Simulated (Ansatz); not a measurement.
Input file:

```yaml
crystal:
  periodic: [false, false, false]
  atoms:
    - {symbol: C, position_ang: [0.000000, 0.000000, -1.709800]}
    - {symbol: P, position_ang: [0.000000, 0.000000, -0.114100]}
    - {symbol: H, position_ang: [0.000000, 0.000000, 1.823900]}
basis:
  gaussian: {orbitals: 6-31G}
correlation: {method: sc_nevpt2, electrons: outside_noble_gas, active_space: {window: {electrons: 8, orbitals: 4}}}
accuracy: high
```

```sh
$ ansatz run in.yaml --threads 1 --pin off --events-out ev --progress --plain --max-ram 2393MiB
```

Log:

```
512 factors; integrals over basis functions are off by at most 3.5e-9 eV
mean field evaluation 1: about -10308.3574 eV, gradient 1.2e1 eV
mean field evaluation 2: about -10308.3614 eV, gradient 1.2e1 eV
mean field evaluation 4: about -10308.9207 eV, gradient 1.7e0 eV
mean field evaluation 8: about -10308.9617 eV, gradient 1.0e-1 eV
mean field evaluation 16: about -10289.4548 eV, gradient 8.5e0 eV
mean field -10308.96180832 eV, -378.8473587905 hartree, gradient 2.2e-8 eV, S^2 0.000000; 1 other end points of the search recorded, 0 dependent functions left out; unrestricted orbitals would lower it
reference -10308.96180832 eV, -378.8473587905 hartree; 11, 11 occupied and 13, 13 virtual orbitals, 512 factors
state -10308.96180832 eV, -378.8473587905 hartree
state -10308.96180832 eV, -378.8473587905 hartree; corrected -10313.36440157 eV, -379.0091511083 hartree
WARN: 4 active orbitals are nearly empty or full. The corrections depend on them more than the energy does, and are more stable in an active space without them
Total energy: -10313.36440157 eV, -379.0091511083 hartree
```

Ran on 1 thread of Arm Neoverse V2, shared host: 0.39 s wall, 0.14 GiB peak host memory.
